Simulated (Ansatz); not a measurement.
Basis-set extrapolation for isobutene (`C=C(C)C`) (PBE0-D4/def2-TZVP geometry, frozen core, the Gaussian-basis code of Ansatz). Multiplicity 1, RHF reference.

|  | cc-pV(T+d)Z | cc-pV(Q+d)Z |
| --- | --- | --- |
| HF | -156.168415 | -156.178558 |
| MP2 correlation | -0.685387 | -0.727433 |
| CCSD(T) correlation | -0.758643 | -0.794969 |

Energies in hartree. Use E(X) = E(∞) + A·exp(−5.46·√X) for Hartree–Fock and E(X) = E(∞) + B·X^(−3.05) for correlation, with X = 3 and 4.

Question: What is the CCSD(T) energy at the basis-set limit?

Answer: HF limit: -156.178558 + (-0.010143) × 0.30130 = -156.18161. Correlation limit: -0.794969 + (-0.036326) × 0.71189 = -0.82083. Total: -157.00244 hartree, 47.3 kcal/mol below CCSD(T)/cc-pV(T+d)Z.
